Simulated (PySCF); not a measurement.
C3H6O2.
Z-matrix (Å and degrees, PBE0-D3(BJ)/def2-SVP geometry), rows numbered from 1:
```
C 
O   1  1.4048
C   2  1.3619  1  113.50
C   3  1.4536  2  118.35  1  -147.13
O   3  1.4014  2  117.50  1   -78.63
H   1  1.1036  2  111.41  3    63.45
H   1  1.0977  2  107.49  3  -177.15
H   1  1.1065  2  111.57  3   -58.14
H   3  1.1033  2  114.46  1    59.61
H   4  1.0974  3  120.68  5   103.48
H   4  1.0968  3  117.60  5  -104.36
```

Lines to be assigned: C 1s: 292.34 (area 1), 292.44 (area 1), 293.71 (area 1) eV; O 1s: 538.53 (area 1), 538.98 (area 1) eV.

Method: delta-SCF UKS SCAN, pcX-2 on the ionised atom, pcseg-1 elsewhere, spin-free X2C in PySCF 2.14.0. The structure is a single PBE0-D3(BJ)/def2-SVP conformer in the gas phase; no vibrational or solvent corrections.

Which oxygen gives which O 1s line?

538.53 eV: O5 (epoxide oxygen); 538.98 eV: O2 (ether oxygen). Lowest listed O 1s: O5, bonded to 2 C. Highest, 0.45 eV above it: O2, bonded to 2 C.

Bonded neighbours of each site: C1: O and 3 H; O2: 2 C; C3: 2 O, C and H; C4: O, C and 2 H; O5: 2 C.

Which effective nuclear charge Zeff reproduces each element's mean 1s value in the hydrogen-like formula E = 13.606 eV × Zeff²?

C (Z = 6): mean 292.8 eV, Zeff = 4.64, Z − Zeff = 1.36; O (Z = 8): mean 538.8 eV, Zeff = 6.29, Z − Zeff = 1.71. Means run over the listed sites, weighted by atom count.
